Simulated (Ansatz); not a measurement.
```xyz
14

C     1.4146   -0.0544   -1.9896
C     0.8643    0.1231   -0.9323
N     0.2265    0.3321    0.2232
C     1.0481    0.3311    1.4194
C    -1.0709   -0.3577    0.3618
N    -1.9855   -0.1356   -0.7066
H     1.9070   -0.1779   -2.9232
H     1.3841   -0.6771    1.6982
H     1.9254    0.9559    1.2566
H     0.4704    0.7488    2.2467
H    -0.9074   -1.4396    0.4641
H    -1.5026    0.0058    1.2981
H    -1.6236   -0.5088   -1.5753
H    -2.1505    0.8542   -0.8411
```

Total charge 0; spin multiplicity 1.

Problem. List the B3LYP/def2-TZVPP orbital energies in eV (the Gaussian-basis code of Ansatz). (Estimate.)

Solution. Ansatz gave: Occupied: -390.42, -389.25, -278.53, -277.78, -277.43, -276.34, -26.44, -24.11, -20.35, -19.15, -18.13, -14.86, -14.08, -13.74, -13.25, -12.58, -11.58, -11.09, -10.59, -8.96, -7.62, -7.24, -5.95. Lowest empty: 0.67, 0.89, 1.34, 1.77, 1.93, 2.23, 2.39, 2.84.

B3LYP here is the variant with VWN-RPA as its local correlation; programs differ in this.
